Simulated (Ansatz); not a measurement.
# NO2 (nitrogen dioxide): levels of theory compared

Aim: a comparison of 4 runs (UHF/STO-3G, U-revPBE/STO-3G, U-wB97X/STO-3G, UCCSD(T)/STO-3G) of NO2 (nitrogen dioxide). 

The results are computed with Ansatz 0.2.0.

42 further runs of the same task are left out: 8 that didn't finish, 34 set aside as unsound or not needed.

## Step 1: The molecule

NO2: 3 atoms, total charge 0, spin state doublet. As SMILES, `[O]N=O`. The O3–N2 distance was set to 1.771 Å, away from the relaxed value.

Bond lengths: O1–N2 1.181 Å. A long bond or contact: N2–O3 1.771 Å.

## Step 2: A single-point energy at UHF/STO-3G (run 1)

Contents of job.yaml:

```yaml
crystal:
  periodic: [false, false, false]
  atoms:
    - {symbol: O, position_ang: [0.054656, -1.647004, -0.143503]}
    - {symbol: "N", position_ang: [-0.394914, -0.562994, -0.274853]}
    - {symbol: O, position_ang: [0.046180, 1.100790, 0.141070]}
basis:
  gaussian: {orbitals: STO-3G}
magnetization: {spin_polarized: true, initial_magnetization: 1}
hamiltonian: {xc: hf}
accuracy: high
```

The run is started by

```sh
ansatz run job.yaml --threads 1 --pin off --max-ram 2610MiB --events-out events.jsonl --progress --plain --runs-dir runs
```

Standard output (excerpt; [...] marks lines left out):

```text
Warning: RAYON_NUM_THREADS=1 ignored (pool sized by the plan → 1); use --threads N
Functional definition: HF
  name "HF"
[...]
249 factors; integrals over basis functions are off by at most 3.7e-8 eV
[...]
mean field -5477.80852396 eV, -201.3057502636 hartree, gradient 3.0e-8 eV, S^2 1.950995; 14 other end points of the search recorded, 0 dependent functions left out
reference -5477.80852396 eV, -201.3057502636 hartree; 12, 11 occupied and 3, 4 virtual orbitals, 249 factors
Total energy: -5477.80852396 eV, -201.3057502636 hartree
```

Run time: 0.62 s. Hardware: 1 thread of Arm Neoverse V1, shared host.

## Step 3: The energy at U-revPBE/STO-3G (run 2)

Contents of input.yaml:

```yaml
crystal:
  periodic: [false, false, false]
  atoms:
    - {symbol: O, position_ang: [0.054656, -1.647004, -0.143503]}
    - {symbol: "N", position_ang: [-0.394914, -0.562994, -0.274853]}
    - {symbol: O, position_ang: [0.046180, 1.100790, 0.141070]}
basis:
  gaussian: {orbitals: STO-3G}
magnetization: {spin_polarized: true, initial_magnetization: 1}
hamiltonian: {xc: {name: revPBE}}
accuracy: high
```

The run is started by

```sh
ansatz run input.yaml --threads 1 --pin off --max-ram 2610MiB --events-out events.jsonl --progress --plain --runs-dir runs
```

Standard output (excerpt; [...] marks lines left out):

```text
Warning: RAYON_NUM_THREADS=1 ignored (pool sized by the plan → 1); use --threads N
Functional definition: revPBE
  name "revPBE"
[...]
249 factors; integrals over basis functions are off by at most 3.7e-8 eV
[...]
mean field -5502.20430394 eV, -202.2022786419 hartree, gradient 2.5e-8 eV, S^2 0.884192; 12 other end points of the search recorded, 0 dependent functions left out
reference -5502.20430494 eV, -202.2022786787 hartree; 12, 11 occupied and 3, 4 virtual orbitals, 249 factors
Total energy: -5502.20430494 eV, -202.2022786787 hartree
```

Run time: 4.2 s. Hardware: 1 thread of Arm Neoverse V1, shared host; peak memory 0.1 GiB.

Run 3 isn't shown in full; the table further down has it.

## Step 4: A single-point energy at UCCSD(T)/STO-3G (run 4)

Contents of molecule.yaml:

```yaml
crystal:
  periodic: [false, false, false]
  atoms:
    - symbol: O
      position_ang: [0.054656, -1.647004, -0.143503]
    - symbol: N
      position_ang: [-0.394914, -0.562994, -0.274853]
    - symbol: O
      position_ang: [0.046180, 1.100790, 0.141070]
basis:
  gaussian:
    orbitals: STO-3G
magnetization:
  spin_polarized: true
  initial_magnetization: 1
correlation:
  method: ccsd_t
  frozen_orbitals: {"N": 1, O: 1}
accuracy: high
scf:
  omitted_lower_state_checks: [cluster_reference, increment]
```

The run is started by

```sh
ansatz run molecule.yaml --threads 1 --pin off --max-ram 2610MiB --events-out events.jsonl --progress --plain --runs-dir runs
```

Standard output:

```text
Warning: RAYON_NUM_THREADS=1 ignored (pool sized by the plan → 1); use --threads N
[... 27 lines left out ...]
3 core orbitals not correlated: weight in the atoms' cores, before any rotation towards them, 1.000 or more for the frozen orbitals, at most 0.000 for the correlated occupied ones
[... 97 lines left out ...]
Total energy: -5481.95502537 eV, -201.4581313798 hartree
Checks for a lower state left out: cluster_reference, increment
```

Run time: 1.9 s. Hardware: 1 thread of Arm Neoverse V1, shared host.

## Step 5: Overview of the runs

```
run            level  frozen core orbitals  energy (Eh)   ⟨S²⟩  wall time
  1       UHF/STO-3G                     –  -201.305750  1.951     0.62 s
  2  U-revPBE/STO-3G                     –  -202.202279  0.884      4.2 s
  3   U-wB97X/STO-3G                     –  -202.169960  1.228       12 s
  4  UCCSD(T)/STO-3G                     3  -201.458131  1.951      1.9 s
```

## Step 6: Summary of results

| quantity | value |
| --- | --- |
| run 4: total energy | -201.45813 Eh |
| run 4: correlation energy (3 core orbitals frozen) | -152.4 mEh |
| run 4: (T) correction | -7.11 mEh |
| run 4: ⟨S²⟩ of the reference determinant | 1.951 |
| run 4: T1 diagnostic | 0.112 |

**Reading.** Totals of different functionals can't be ranked against each other. In runs 1, 2, 3, 4 the basis is minimal, so the values are rough. Spin contamination of the reference: run 1 ⟨S²⟩ = 1.95, run 4 ⟨S²⟩ = 1.95, run 3 ⟨S²⟩ = 1.23, run 2 ⟨S²⟩ = 0.88. Where it is this large, the reference is a mixture of spin states, and values that rest on it are in doubt. All runs together took 18 s, the longest 12 s.
